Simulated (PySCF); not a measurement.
Gas-phase reaction: SiCl2F2 + Cl2 ⇌ SiCl3F + ClF

Method: PySCF energies plus ideal-gas RRHO corrections (1 bar). † marks an energy on the PBE0/def2-TZVP geometry and frequencies; other levels use their own. 6-31G* has spherical d functions here. All species are closed-shell singlets. B3LYP is the form with VWN-RPA correlation. The harmonic model lacks anharmonicity and excited electronic states, which grow with temperature; levels with a mode under 35 cm⁻¹ are left out.

| level | ΔE electronic, kJ | ΔH°(298 K), kJ | ΔS°(298 K), J/K | ΔG°(600 K), kJ |
|---|---|---|---|---|
| B3LYP/def2-TZVP† | 179 | 178 | 3 | 176 |
| HF/6-31G* | 180 | 178 | 3 | 177 |
| PBE/def2-SVP | 154 | 153 | 3 | 151 |
| PBE0/def2-TZVP | 174 | 173 | 3 | 171 |
| LDA/def2-TZVP† | 171 | 170 | 3 | 168 |
| ωB97M-V/def2-TZVP† | 173 | 172 | 3 | 169 |
ΔH° is lowest at PBE/def2-SVP and highest at HF/6-31G*. No reference value is set beside these.
